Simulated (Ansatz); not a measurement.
System: 1T (CdI2-type) SnSe2. Method: PBE0-D4 (PAW; Ansatz, a program for electronic structure).

Numerical settings: plane-wave cutoff 500 eV, 12×12×4 k mesh (along the axes of the cell as run), Fermi–Dirac smearing 0.05 eV, scalar-relativistic PAW data made under PBE.

Computed at the level's own relaxed cell.

Question: Give the computed equilibrium volume per atom, lattice constant a and c axis length.

Answer: 
* **equilibrium volume per atom**: 25.15 Å³/atom
* **lattice constant a**: 3.787 Å
* **c axis length**: 6.076 Å

Measured, for comparison: lattice parameter c 6.14 Å (temperature not stated, no zero-point or thermal correction; as tabulated in Gonzalez and Oleynik (2016), arXiv:1609.04381). Computed (rounded) less measured: lattice parameter c -1.0 %. A static lattice is as a rule a little smaller and stiffer than an uncorrected measurement, which narrows the difference in the lattice parameter c and would widen misses of the other sign.

Note: exact exchange on metals is sensitive to the k mesh and can open a false gap.

Spin–orbit coupling is not included.

Computed values are for the static lattice.

The result took roughly 40 core-minutes.
